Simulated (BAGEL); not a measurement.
# RI-MP2/aug-cc-pVDZ (density fitting with qzvpp-jkfit) run of SiH3Cl (SiClH3)

What is the energy change on altering one bond length of SiH3Cl (SiClH3) at RI-MP2/aug-cc-pVDZ (density fitting with qzvpp-jkfit)? 

Program for the calculation: BAGEL 1.2.2.

1 further run of the same task is left out (it didn't finish).

## Step 1: Starting point

SiH3Cl has 5 atoms, charge 0, and is taken as a singlet. SMILES: `[H][Si]([H])([H])Cl`. The coordinates come from a GFN2-xTB relaxation.

Bond lengths: Si1–Cl2 2.010 Å, Si1–H3 1.458 Å, Si1–H4 1.458 Å, Si1–H5 1.458 Å. Angles: Cl2–Si1–H3 108.3°, Cl2–Si1–H4 108.2°, Cl2–Si1–H5 108.0°, H3–Si1–H4 110.8°, H3–Si1–H5 110.8°, H4–Si1–H5 110.7°.

## Step 2: The energy at RI-MP2/aug-cc-pVDZ (density fitting with qzvpp-jkfit)

Input file calc.json:

```json
{ "bagel": [

{
  "title": "molecule",
  "basis": "aug-cc-pvdz.json",
  "df_basis": "qzvpp-jkfit",
  "angstrom": true,
  "geometry": [
    { "atom": "Si", "xyz": [       0.000290,       0.001940,      -0.129410 ] },
    { "atom": "Cl", "xyz": [       0.010690,      -0.020840,       1.880630 ] },
    { "atom": "H", "xyz": [       1.382330,       0.011210,      -0.594910 ] },
    { "atom": "H", "xyz": [      -0.700750,       1.203700,      -0.566480 ] },
    { "atom": "H", "xyz": [      -0.692550,      -1.196020,      -0.589840 ] }
  ]
},

{ "title": "hf" },

{ "title": "mp2", "ncore": 10 }

]}
```

The basis set aug-cc-pVDZ is read from a file made from the Basis Set Exchange's data (not shown).

Launch:

```sh
BAGEL_NUM_THREADS=1 BAGEL calc.json > calc.out
```

Standard output:

```text
* using 1 threads per process

  ===============================================================
  ===============================================================

  *** Geometry ***

  { "atom" : "Si", "xyz" : [      0.000548,      0.003666,     -0.244549 ] },
  { "atom" : "Cl", "xyz" : [      0.020201,     -0.039382,      3.553876 ] },
  { "atom" : "H", "xyz" : [      2.612225,      0.021184,     -1.124217 ] },
  { "atom" : "H", "xyz" : [     -1.324226,      2.274663,     -1.070492 ] },
  { "atom" : "H", "xyz" : [     -1.308730,     -2.260150,     -1.114636 ] },

  Number of auxiliary basis functions:      310

  Since a DF basis is specified, we compute 2- and 3-index integrals:
    o Being stored without compression. Storage requirement is 0.016 GB

  Number of basis functions:       81
  Number of electrons      :       34

    * METHOD: MOLECULE                             0.07

  *** RHF ***

  === Nuclear Repulsion ===
    88.0988482975

      * DIIS with orbital gradients will be used.

  === RHF iteration (aug-cc-pvdz.json) ===
      0       -750.14694573          0.01099659           0.02
      1       -750.21342131          0.00427506           0.02
      2       -750.22221216          0.00113091           0.02
      3       -750.22289144          0.00013448           0.02
      4       -750.22289796          0.00003722           0.02
      5       -750.22289867          0.00000719           0.02
      6       -750.22289870          0.00000157           0.02
      7       -750.22289871          0.00000044           0.02
      8       -750.22289871          0.00000013           0.02
      9       -750.22289871          0.00000003           0.02
     10       -750.22289871          0.00000001           0.02
    * SCF iteration converged.

    * Permanent dipole moment:
           (    0.000842,    -0.007329,     0.556938) a.u.

    * METHOD: HF                                   0.29

  *** RHF ***

  === Nuclear Repulsion ===
    88.0988482975

      * DIIS with orbital gradients will be used.

  === RHF iteration (aug-cc-pvdz.json) ===
      0       -750.22289871          0.00000000           0.02
    * SCF iteration converged.

    * Permanent dipole moment:
           (    0.000842,    -0.007329,     0.556937) a.u.

  === DF-MP2 calculation ===

    * freezing 10 orbitals
    * 3-index integral transformation done
    * assembly done

      MP2 correlation energy:   -0.2558175647      0.01

      MP2 total energy:       -750.4787162714

    * METHOD: MP2                                  0.05

  ===============================================================
```

Wall time 0.54 s (1 thread of Arm Neoverse V2, shared host).

## Step 3: The distorted shape

Input file job.json:

```json
{ "bagel" : [

{
  "title" : "molecule",
  "basis" : "aug-cc-pvdz.json",
  "df_basis" : "qzvpp-jkfit",
  "angstrom" : "true",
  "geometry" : [
    { "atom" : "Si", "xyz" : [       0.104197,       0.181602,      -0.060358 ] },
    { "atom" : "Cl", "xyz" : [       0.114597,       0.158822,       1.949682 ] },
    { "atom" : "H", "xyz" : [       1.486237,       0.190872,      -0.525858 ] },
    { "atom" : "H", "xyz" : [      -0.596843,       1.383362,      -0.497428 ] },
    { "atom" : "H", "xyz" : [      -0.692550,      -1.196020,      -0.589840 ] }
  ]
},

{ "title" : "hf" },

{ "title" : "mp2", "ncore" : 10 }

]}
```

The basis set aug-cc-pVDZ is read from a file made from the Basis Set Exchange's data (not shown).

Launch:

```sh
BAGEL_NUM_THREADS=1 BAGEL job.json > job.out
```

Standard output:

```text
* using 1 threads per process

  ===============================================================
  ===============================================================

  *** Geometry ***

  { "atom" : "Si", "xyz" : [      0.196904,      0.343178,     -0.114060 ] },
  { "atom" : "Cl", "xyz" : [      0.216557,      0.300130,      3.684365 ] },
  { "atom" : "H", "xyz" : [      2.808581,      0.360696,     -0.993728 ] },
  { "atom" : "H", "xyz" : [     -1.127870,      2.614175,     -0.940003 ] },
  { "atom" : "H", "xyz" : [     -1.308730,     -2.260150,     -1.114636 ] },

  Number of auxiliary basis functions:      310

  Since a DF basis is specified, we compute 2- and 3-index integrals:
    o Being stored without compression. Storage requirement is 0.016 GB

  Number of basis functions:       81
  Number of electrons      :       34

    * METHOD: MOLECULE                             0.08

  *** RHF ***

  === Nuclear Repulsion ===
    87.2297128886

      * DIIS with orbital gradients will be used.

  === RHF iteration (aug-cc-pvdz.json) ===
      0       -750.13428921          0.01111356           0.02
      1       -750.20232806          0.00437619           0.02
      2       -750.21172878          0.00112546           0.02
      3       -750.21241594          0.00013522           0.02
      4       -750.21242268          0.00003762           0.02
      5       -750.21242346          0.00000804           0.02
      6       -750.21242351          0.00000180           0.02
      7       -750.21242351          0.00000049           0.02
      8       -750.21242351          0.00000014           0.02
      9       -750.21242351          0.00000004           0.02
     10       -750.21242351          0.00000001           0.02
    * SCF iteration converged.

    * Permanent dipole moment:
           (   -0.061876,    -0.115446,     0.491317) a.u.

    * METHOD: HF                                   0.29

  *** RHF ***

  === Nuclear Repulsion ===
    87.2297128886

      * DIIS with orbital gradients will be used.

  === RHF iteration (aug-cc-pvdz.json) ===
      0       -750.21242351          0.00000000           0.02
    * SCF iteration converged.

    * Permanent dipole moment:
           (   -0.061876,    -0.115446,     0.491317) a.u.

  === DF-MP2 calculation ===

    * freezing 10 orbitals
    * 3-index integral transformation done
    * assembly done

      MP2 correlation energy:   -0.2566956137      0.01

      MP2 total energy:       -750.4691191240

    * METHOD: MP2                                  0.05

  ===============================================================
```

Wall time 0.54 s (1 thread of Arm Neoverse V2, shared host).

## Step 4: Summary of results

At RI-MP2/aug-cc-pVDZ (density fitting with qzvpp-jkfit), 10 core orbitals frozen:

| quantity | value |
| --- | --- |
| first shape: total energy | -750.47872 Eh |
| first shape: correlation energy (10 core orbitals frozen) | -255.8 mEh |
| distorted shape: total energy | -750.46912 Eh |
| distorted shape: correlation energy (10 core orbitals frozen) | -256.7 mEh |
| energy change with the Si1–H5 bond stretched from 1.458 to 1.677 Å | 0.261 eV |

In words: With the Si1–H5 bond stretched from 1.458 to 1.677 Å the energy rises by 0.26 eV (6.0 kcal/mol). The first shape isn't relaxed at this level, so the change isn't measured from a minimum.
